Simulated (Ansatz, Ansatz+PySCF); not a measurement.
```xyz
6

C    -0.0098   -0.4102   -0.0535
O    -0.0017   -0.3926    1.1441
N    -0.0041    0.6814   -0.8453
H     0.0070   -1.3582   -0.6472
H     0.0098    0.5952   -1.8611
H    -0.0077    1.6074   -0.4321
```

RHF on singlet CH₃NO was run in several spherical basis sets with Ansatz (development build ahead of 0.2.0).

Task: Rank the basis sets by the total energy that they give, lowest first, with the distance from the lowest.
A. 6-31G(d)
B. STO-3G
C. cc-pVDZ
D. cc-pVTZ
E. def2-TZVP
F. def2-SVP

Result: E (0.00 eV), D (0.16 eV), C (1.61 eV), A (2.15 eV), F (5.46 eV), B (63.22 eV).

Totals follow the description of the cores as much as that of the bonds, so this order isn't one of quality for chemistry.
